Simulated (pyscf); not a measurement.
This saddle point was located with ωB97X-D3(BJ)/def2-SVP in PySCF.

```
Sn
H 1 1.6972
H 1 1.7030 2 115.55
H 1 1.9915 2 100.02 3 -142.77
H 4 0.9613 1 88.52 2 85.85
Cl 5 1.6303 4 158.19 1 4.51
Sn 1 2.7379 2 114.26 4 -89.28
H 7 1.7066 1 109.17 2 165.22
H 7 1.7067 8 109.17 1 120.18
H 7 1.7097 8 108.83 9 119.21
```

Surface: singlet, charge 0. Lowest wavenumbers (cm⁻¹): 1181i, 30, 65, 124, 188.

### Question
Which two sides does it connect, and which bonds change?

### Answer
H₃Sn–SnH₃ (SMILES [SnH3][SnH3]) + HCl (SMILES Cl) ⇌ Cl–SnH₂–SnH₃ (SMILES [Cl][SnH2][SnH3]) + H₂ (SMILES [H][H]), a four-centre exchange read from left to right: H–Sn, Cl–H broken and Cl–Sn, H–H formed. At ωB97M-D3(BJ)/def2-TZVP it lies +30.7 kcal/mol from the left side and +47.1 kcal/mol from the right (each side as separated species at their lowest minima found). This is the saddle that the search found; another between the same sides may lie lower. Elements past Kr carry the def2 core potentials, without spin-orbit coupling.
